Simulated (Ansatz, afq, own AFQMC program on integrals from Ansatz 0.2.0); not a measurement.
# GeH$_{2}$, triplet in aug-cc-pVDZ, levels against CCSDT(Q)

```yaml
atoms:
  - { symbol: Ge, position_ang: [0.0000, -0.0208, 0.0000] }
  - { symbol: H, position_ang: [0.0000, 0.7490, -1.3344] }
  - { symbol: H, position_ang: [0.0000, 0.7490, 1.3344] }
```

Basis aug-cc-pVDZ. Only valence electrons are correlated. AFQMC by an in-house program on the Cholesky factors that Ansatz 0.2.0 writes for its CCSD(T) run. ph-AFQMC/CISD is guided by a CISD state made of CCSD amplitudes; releasing the constraint for a short imaginary time cuts its bias at the price of noise, slowly where states lie close. Free projection: walkers drawn from exp(T), propagated without any constraint. Its projection time is finite, and what remains of the start isn't in its error. ± is one standard error of the sampling. No spin–orbit coupling.

Determinant: UHF, the one that the program's search chose, which needn't be the lowest solution. The geometry is a PBE0/def2-TZVP stationary point of this or a neighbouring charge and spin state.

No full CI on the walks' own integrals is used here; CCSDT(Q) serves as the reference and is uncertain by about the last step of the cluster series.

Cautions: no relativity below Rb; no spin-orbit coupling; inner d shell frozen; lower spins were not checked.

The T1 diagnostic is 0.0153 and the weight of the determinant in the CISD state is 0.935. The ⟨S²⟩ of the determinant is 2.006. The size of the correlated space is 6 electrons in 40 orbitals.

Reference: CCSDT(Q), correlation energy -2.645 eV. The released energy is read at 2.40 1/Eh (meV from the phaseless value at times in 1/Eh: -0.1 ± 0.8 at 0.24, -0.3 ± 0.8 at 0.51, 0.1 ± 0.7 at 0.99, -1.6 ± 0.8 at 1.62, -2.0 ± 0.8 at 2.40).

| level | E − E(reference) (kcal/mol) | share of correlation (%) |
| --- | --- | --- |
| HF | 61.00 | 0.00 |
| MP2 | 15.33 | 74.86 |
| CCSD | 1.75 | 97.13 |
| CCSD(T) | 0.43 | 99.30 |
| CCSDT | 0.03 | 99.96 |
| ph-AFQMC/HF | 0.28 ± 0.39 | 99.54 |
| ph-AFQMC/CISD | 0.03 ± 0.03 | 99.95 |
| released AFQMC | -0.02 ± 0.02 | 100.03 |
| free AFQMC | 0.00 ± 0.02 | 99.99 |

Free projections are given only where their last times agree within the noise and don't stop above the reference; a slow remainder of the start can still hide under it. A walk keeps the symmetry of its determinant, which the program's search chose and which needn't be the lowest solution, so a lower state of the same spin and another symmetry isn't excluded. Released energies are given only where the last usable release times agree within the noise; a slower fall can still hide under it.
